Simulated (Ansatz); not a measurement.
Changing the shape of BH, singlet

Computed with Ansatz's Gaussian-basis code (development build). Basis cc-pVDZ, nonrelativistic, 1 orbital frozen in the corrections; active space CAS(4,5). Restricted Hartree–Fock, then the lowest state-specific CASSCF solution met for each case. On stretched bonds single-reference methods can fail or change state. Solutions in different active orbitals can move differences by tenths of an eV and at times more than 1 eV.

Case A: bond length 1.1522 Å.

Case B: bond length 1.3525 Å.

Case C: bond length 1.2524 Å.

Energy less that of case A, in eV:

| case | RHF/ROHF |
| --- | --- |
| B | +0.033 |
| C | -0.083 |

Problem. What does SC-NEVPT2 give for these differences?

Solution. B: -0.071 eV (-1.6 kcal/mol); C: -0.132 eV (-3.0 kcal/mol).

Problem. Which case is lowest, and do the methods agree?

Solution. C is lowest in SC-NEVPT2. Of the methods shown, RHF/ROHF agrees.
